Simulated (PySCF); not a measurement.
Gas-phase reaction: 2 Al(OH)₃ + O₂ → Al₂O₂ + 3 H₂O₂

Energies from PySCF (xtb for GFN2), thermal terms from the rigid-rotor harmonic-oscillator model, ideal gas at 1 bar. S°(298 K) at PBE0/def2-TZVP differs from the NASA 1993 table for Al₂O₂ (-11 J/mol/K), H₂O₂ (-8 J/mol/K); whether the harmonic model or the table's entry is off was not settled. † marks an energy on the PBE0/def2-TZVP geometry and frequencies; other levels use their own. CCSD(T) freezes the core. Open shells (unrestricted): O₂ (multiplicity 3); the rest are closed-shell singlets. GFN2 has no spin-polarisation term. B3LYP is the form with VWN-RPA correlation. No R ln 2 is added for the mirror-image form of H₂O₂. Al(OH)₃: computed as isolated molecules; such fragments, hydroxides, amides, oligomers or adducts are transient or little studied in the gas. CCSD(T) isn't extrapolated to the basis-set limit; its ΔH°(298 K) is 1168.4 kJ in def2-SVP and 1187.1 kJ in def2-TZVPP. The harmonic model lacks anharmonicity and excited electronic states, which grow with temperature; levels with a mode under 35 cm⁻¹ are left out. Strong static correlation: Al₂O₂. Internal rotation in H₂O₂ is treated as a harmonic vibration of one conformer, which makes the entropy rough. Warning, large T1 diagnostic: Al₂O₂ (CCSD(T)/def2-TZVPP†). Warning, point group unlike the PBE0 one: H₂O₂ (GFN2-xTB).

ΔH° and ΔS° at 298 K: B3LYP/def2-TZVP† 1192 kJ, 137 J/K; BLYP/def2-TZVP† 1116 kJ, 137 J/K; CCSD(T)/def2-TZVPP† 1187 kJ, 137 J/K; GFN2-xTB 877 kJ, 140 J/K; M06-2X/def2-TZVP† 1255 kJ, 137 J/K.

**Question.** With the heat capacities included, give log10 K (1 bar) at 800, 1000, 1400, 1800, 2000 K from B3LYP/def2-TZVP†, BLYP/def2-TZVP†, CCSD(T)/def2-TZVPP†, GFN2-xTB, M06-2X/def2-TZVP†.

**Answer.** 
```
T (K)  B3LYP/def2-TZVP†  BLYP/def2-TZVP†  CCSD(T)/def2-TZVPP†  GFN2-xTB  M06-2X/def2-TZVP†
-----  ----------------  ---------------  -------------------  --------  -----------------
800               -71.3            -66.3                -71.0     -50.7              -75.5
1000              -56.0            -52.0                -55.8     -39.5              -59.3
1400              -38.6            -35.8                -38.5     -26.8              -41.0
1800              -29.1            -26.9                -29.0     -19.9              -30.9
2000              -25.8            -23.8                -25.6     -17.5              -27.4
```
